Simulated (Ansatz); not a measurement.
The same path of BClH2 + FH (6 atoms, charge 0, multiplicity 1) was run twice with different band settings. Lost on the way: B1–Cl2, F5–H6. Made: B1–F5, Cl2–H6.

Level of theory: RKS B3LYP/6-31G* in Ansatz 0.2.0.

Relaxed end points:

```xyz
6
Properties=species:S:1:pos:R:3
B 0.002 0.120 0.130
Cl -0.012 0.640 1.857
H 1.047 0.172 -0.428
H -1.049 0.099 -0.422
F 0.071 -1.902 0.501
H 0.062 -1.858 1.444
```

```xyz
6
Properties=species:S:1:pos:R:3
B 0.175 -0.232 -0.755
Cl -0.535 -0.828 3.562
H 0.857 -0.432 -1.713
H -0.791 0.468 -0.733
F 0.525 -0.842 0.378
H -0.110 -0.863 2.342
```

Common settings: movable images 5; climbing image yes; optimiser quadratic models (default); start path through a guess of the saddle point; force threshold 0.05 eV/Å; iteration limit 60; end points relaxed.

| run | spring |
| --- | --- |
| 1 | 5.0 eV/Å² |
| 2 | 50.0 eV/Å² |

(1) What does each run give, and how far can it be trusted?

## Answers

(1) Run 1: converged after 31 iterations, highest image 0.390 eV above the first end. A vibrational analysis at the climbing image gives one clearly imaginary mode, 945i cm⁻¹: a first-order saddle point.
Run 2: converged after 18 iterations, highest image 0.390 eV above the first end. Another band between the same ends (5 images) ends at a top of the same energy, where a vibrational analysis finds 1 clearly imaginary mode.
The orbitals stay closed-shell, which can raise the energy where a bond breaks towards radicals; this wasn't checked here.
